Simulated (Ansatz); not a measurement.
# One shape, several levels: C2H8N2 (1,1-dimethylhydrazine)

Wanted: a comparison of 6 runs (HF/3-21G, HF/def2-SVP, PBE0/def2-SVP, wB97X/cc-pVDZ, PBE/aug-cc-pVDZ, wB97X/aug-cc-pVDZ) of C2H8N2 (1,1-dimethylhydrazine). 

The calculation is run with Ansatz 0.2.0.

1 further run of the same task is left out (it didn't finish).

**1. The molecule**

C2H8N2 has 12 atoms, charge 0, and is taken as a singlet. SMILES: `CN(C)N`. Geometry: relaxed at PBE0-D4/def2-TZVP. This is one conformer, not always the lowest.

Bond lengths: C1–N2 1.444 Å, N2–C3 1.443 Å, N2–N4 1.411 Å, C1–H5 1.092 Å, C1–H6 1.107 Å, C1–H7 1.092 Å, C3–H8 1.092 Å, C3–H9 1.089 Å, C3–H10 1.105 Å, N4–H11 1.024 Å, N4–H12 1.013 Å. Some angles: C1–N2–C3 111.9°, C1–N2–N4 112.6°, C3–N2–N4 109.0°, N2–C1–H5 110.0°, N2–C1–H6 112.3°, N2–C1–H7 109.8°, N2–C3–H8 109.5°, N2–C3–H9 109.1°, N2–C3–H10 112.6°, N2–N4–H11 110.5°.

**2. Energy and forces at HF/3-21G (run 1)**

Input file run.yaml:

```yaml
crystal:
  periodic: [false, false, false]
  atoms:
    - {symbol: C, position_ang: [-0.952780, -0.799160, -0.047750]}
    - {symbol: N, position_ang: [-0.054320, 0.204910, 0.471800]}
    - {symbol: C, position_ang: [1.328950, -0.161040, 0.285210]}
    - {symbol: N, position_ang: [-0.273210, 1.476640, -0.098810]}
    - {symbol: H, position_ang: [-0.758940, -1.759430, 0.435710]}
    - {symbol: H, position_ang: [-0.844930, -0.935230, -1.140790]}
    - {symbol: H, position_ang: [-1.986150, -0.514420, 0.161870]}
    - {symbol: H, position_ang: [1.527520, -1.105400, 0.796580]}
    - {symbol: H, position_ang: [1.963760, 0.615630, 0.709740]}
    - {symbol: H, position_ang: [1.595880, -0.285320, -0.780290]}
    - {symbol: H, position_ang: [-0.434210, 1.395340, -1.106410]}
    - {symbol: H, position_ang: [-1.111540, 1.867480, 0.313130]}
basis:
  gaussian: {orbitals: 3-21G.json}
hamiltonian: {xc: hf}
accuracy: high
output: {forces: true, orbitals: {seedname: orbitals}}
```

The basis set 3-21G is read from a file made from the Basis Set Exchange's data (not shown).

The run is started by

```bash
$ ansatz run run.yaml --threads 1 --pin off --max-ram 2610MiB --events-out events.jsonl --progress --plain --runs-dir runs
```

Standard output:

```text
Warning: RAYON_NUM_THREADS=1 ignored (pool sized by the plan → 1); use --threads N
[... 13 lines left out ...]
Total energy: -5120.58426822 eV, -188.1780010004 hartree
[... 12 lines left out ...]
Dipole moment:    -0.245152    -0.214667    -0.289459 e Å
```

Wall time 1.3 s (1 thread of Arm Neoverse V1, shared host); peak memory 0.28 GiB.

**3. Energy and gradient at HF/def2-SVP (run 2)**

Input file input.yaml:

```yaml
crystal:
  periodic: [false, false, false]
  atoms:
    - {symbol: C, position_ang: [-0.952780, -0.799160, -0.047750]}
    - {symbol: N, position_ang: [-0.054320, 0.204910, 0.471800]}
    - {symbol: C, position_ang: [1.328950, -0.161040, 0.285210]}
    - {symbol: N, position_ang: [-0.273210, 1.476640, -0.098810]}
    - {symbol: H, position_ang: [-0.758940, -1.759430, 0.435710]}
    - {symbol: H, position_ang: [-0.844930, -0.935230, -1.140790]}
    - {symbol: H, position_ang: [-1.986150, -0.514420, 0.161870]}
    - {symbol: H, position_ang: [1.527520, -1.105400, 0.796580]}
    - {symbol: H, position_ang: [1.963760, 0.615630, 0.709740]}
    - {symbol: H, position_ang: [1.595880, -0.285320, -0.780290]}
    - {symbol: H, position_ang: [-0.434210, 1.395340, -1.106410]}
    - {symbol: H, position_ang: [-1.111540, 1.867480, 0.313130]}
basis:
  gaussian: {orbitals: def2-SVP}
hamiltonian: {xc: hf}
accuracy: high
output: {forces: true, orbitals: {seedname: orbitals}}
```

The run is started by

```bash
$ ansatz run input.yaml --threads 1 --pin off --max-ram 2610MiB --events-out events.jsonl --progress --plain --runs-dir runs
```

Standard output (excerpt; [...] marks lines left out):

```text
Warning: RAYON_NUM_THREADS=1 ignored (pool sized by the plan → 1); use --threads N
Functional definition: HF
  name "HF"
[...]
2459 factors; integrals over basis functions are off by at most 3.4e-9 eV
[...]
mean field -5145.63540670 eV, -189.0986133594 hartree, gradient 2.7e-8 eV, S^2 0.000000; 0 other end points of the search recorded, 0 dependent functions left out
[...]
reference -5145.63540670 eV, -189.0986133594 hartree; 17, 17 occupied and 79, 79 virtual orbitals, 2459 factors
Total energy: -5145.63540670 eV, -189.0986133594 hartree
Atom 0 at    -0.952780    -0.799160    -0.047750 Å, force    -0.045381     0.005798     0.033093 eV/Å
Atom 1 at    -0.054320     0.204910     0.471800 Å, force     0.099416     0.201924    -0.571139 eV/Å
Atom 2 at     1.328950    -0.161040     0.285210 Å, force     0.059456     0.006840     0.106842 eV/Å
Atom 3 at    -0.273210     1.476640    -0.098810 Å, force    -0.500423    -0.263654    -0.096482 eV/Å
Atom 4 at    -0.758940    -1.759430     0.435710 Å, force    -0.045650     0.072908    -0.036748 eV/Å
Atom 5 at    -0.844930    -0.935230    -1.140790 Å, force    -0.034371     0.003477     0.157058 eV/Å
Atom 6 at    -1.986150    -0.514420     0.161870 Å, force     0.034057    -0.045143    -0.021424 eV/Å
Atom 7 at     1.527520    -1.105400     0.796580 Å, force     0.038274     0.060771    -0.026766 eV/Å
Atom 8 at     1.963760     0.615630     0.709740 Å, force    -0.006174    -0.077645    -0.025113 eV/Å
Atom 9 at     1.595880    -0.285320    -0.780290 Å, force    -0.031130     0.028201     0.142056 eV/Å
Atom 10 at    -0.434210     1.395340    -1.106410 Å, force     0.070375     0.096100     0.532040 eV/Å
Atom 11 at    -1.111540     1.867480     0.313130 Å, force     0.361549    -0.089576    -0.193416 eV/Å
Dipole moment:    -0.217079    -0.178470    -0.235648 e Å
```

Wall time 6.9 s (1 thread of Arm Neoverse V1, shared host); peak memory 0.3 GiB.

Runs 3 to 4 aren't shown in full; the table further down has their settings and results.

**4. Energy and gradient at PBE/aug-cc-pVDZ (run 5)**

Edit run.yaml of step 2 so:

```diff
@@ -6,3 +6,3 @@
     - {symbol: C, position_ang: [1.328950, -0.161040, 0.285210]}
-    - {symbol: N, position_ang: [-0.273210, 1.476640, -0.098810]}
+    - {symbol: "N", position_ang: [-0.273210, 1.476640, -0.098810]}
     - {symbol: H, position_ang: [-0.758940, -1.759430, 0.435710]}
@@ -16,4 +16,6 @@
 basis:
-  gaussian: {orbitals: 3-21G.json}
-hamiltonian: {xc: hf}
+  gaussian:
+    orbitals: aug-cc-pVDZ
+hamiltonian:
+  xc: {name: PBE}
 accuracy: high
```

The run is started by

```bash
$ ansatz run run.yaml --threads 1 --pin off --max-ram 2610MiB --events-out events.jsonl --progress --plain --runs-dir runs
```

Standard output:

```text
Warning: RAYON_NUM_THREADS=1 ignored (pool sized by the plan → 1); use --threads N
[... 15 lines left out ...]
Total energy: -5177.27202742 eV, -190.2612377267 hartree
[... 12 lines left out ...]
Dipole moment:    -0.189210    -0.168731    -0.156932 e Å
```

Wall time 32 s (1 thread of Arm Neoverse V1, shared host); peak memory 0.72 GiB.

**5. Energy and gradient at wB97X/aug-cc-pVDZ (run 6)**

Edit input.yaml of step 3 so:

```diff
@@ -16,4 +16,6 @@
 basis:
-  gaussian: {orbitals: def2-SVP}
-hamiltonian: {xc: hf}
+  gaussian:
+    orbitals: aug-cc-pVDZ
+hamiltonian:
+  xc: {name: wB97X}
 accuracy: high
```

The run is started by

```bash
$ ansatz run input.yaml --threads 1 --pin off --max-ram 2610MiB --events-out events.jsonl --progress --plain --runs-dir runs
```

Standard output:

```text
Warning: RAYON_NUM_THREADS=1 ignored (pool sized by the plan → 1); use --threads N
[... 30 lines left out ...]
Total energy: -5182.70256551 eV, -190.4608063205 hartree
[... 12 lines left out ...]
Dipole moment:    -0.198513    -0.184782    -0.201020 e Å
```

Wall time 89 s (1 thread of Arm Neoverse V1, shared host); peak memory 1.1 GiB.

**6. Overview of the runs**

| run | level | energy (Eh) | dipole moment (D) | HOMO energy (eV) | LUMO energy (eV) | wall time |
| --- | --- | --- | --- | --- | --- | --- |
| 1 | HF/3-21G | -188.178001 | 2.09 | -9.62 | 6.76 | 1.3 s |
| 2 | HF/def2-SVP | -189.098613 | 1.76 | -9.89 | 4.57 | 6.9 s |
| 3 | PBE0/def2-SVP | -190.117265 | 1.58 | -6.20 | 1.64 | 14 s |
| 4 | wB97X/cc-pVDZ | -190.441927 | 1.49 | -8.58 | 3.84 | 44 s |
| 5 | PBE/aug-cc-pVDZ | -190.261238 | 1.43 | -5.06 | -0.69 | 32 s |
| 6 | wB97X/aug-cc-pVDZ | -190.460806 | 1.62 | -8.84 | 1.14 | 89 s |

**7. Summary of results**

```
                       quantity          value
            run 6: total energy  -190.46081 Eh
           run 6: dipole moment         1.62 D
             run 6: HOMO energy       -8.84 eV
             run 6: LUMO energy        1.14 eV
           run 6: HOMO–LUMO gap        9.97 eV
run 6: largest force on an atom     0.232 eV/Å
```

The dipole moment (its size) runs from 1.43 D (PBE/aug-cc-pVDZ) to 2.09 D (HF/3-21G). The two ends differ in method and basis. The HOMO–LUMO gap runs from 4.37 eV (PBE/aug-cc-pVDZ) to 16.38 eV (HF/3-21G). Totals of different functionals can't be ranked against each other. All runs together took 3.1 min, the longest 89 s.
